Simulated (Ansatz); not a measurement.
A nudged elastic band was laid between two geometries of CH$_{2}$AlSi (5 atoms, charge 0, multiplicity 2).

Computed with Ansatz, UKS PBE-D4/def2-SVP.

| Property | Result |
| --- | --- |
| movable images | 3 |
| climbing image | no |
| spring | 5.0 eV/Å² |
| optimiser | quadratic models (default) |
| start path | through a guess of the saddle point |
| force threshold | 0.05 eV/Å |
| iteration limit | 60 |
| end points | relaxed |

Initial state:

```xyz
5
Properties=species:S:1:pos:R:3
Al -1.489 -0.185 -0.600
C 0.129 0.137 0.149
Si 1.764 -0.409 0.209
H -3.034 0.019 -0.912
H 2.631 0.438 1.154
```

Final state:

```xyz
5
Properties=species:S:1:pos:R:3
Al -0.869 -0.192 -0.420
C 0.814 0.209 0.414
Si 1.311 -1.188 -0.551
H -2.406 0.195 -0.577
H 1.151 0.976 1.134
```

Problem. What changes between the two ends?

Solution. Bonds broken: Si3–H5. Bonds formed: Al1–Si3, C2–H5.

Problem. What energy profile does the band end with?

Solution. The run converged. The highest image is number 1 of 0 to 4, 0.102 eV above the first end and 1.789 eV above the last; the last end lies 1.687 eV below the first. No image climbed, so the highest image needn't sit at the top of the path. A band with more images between the same ends climbed to 0.25 eV, so this one has probably stepped over the top. So few images can step over the top or miss a turn of the path.

```json
{"image": "0", "path coordinate (Å)": "0.00", "energy (eV)": "0.000", "Si3–H5 (Å)": "1.54", "Al1–Si3 (Å)": "3.36", "C2–H5 (Å)": "2.71"}
{"image": "1", "path coordinate (Å)": "0.83", "energy (eV)": "0.102", "Si3–H5 (Å)": "1.54", "Al1–Si3 (Å)": "3.51", "C2–H5 (Å)": "2.43"}
{"image": "2", "path coordinate (Å)": "1.66", "energy (eV)": "0.065", "Si3–H5 (Å)": "1.65", "Al1–Si3 (Å)": "3.51", "C2–H5 (Å)": "1.51"}
{"image": "3", "path coordinate (Å)": "2.48", "energy (eV)": "-0.962", "Si3–H5 (Å)": "2.32", "Al1–Si3 (Å)": "3.05", "C2–H5 (Å)": "1.12"}
{"image": "4", "path coordinate (Å)": "3.31", "energy (eV)": "-1.687", "Si3–H5 (Å)": "2.75", "Al1–Si3 (Å)": "2.40", "C2–H5 (Å)": "1.10"}
```

Problem. What is the geometry of the highest image?

Solution. 
```xyz
5
Properties=species:S:1:pos:R:3
Al -1.413 -0.187 -0.769
C 0.289 -0.116 -0.141
Si 1.994 -0.298 0.065
H -2.948 0.169 -0.570
H 2.077 0.433 1.414
```

The run took 2.2 min on 1 thread of Arm Neoverse N1, with other jobs on the host, peak memory 0.13 GiB.
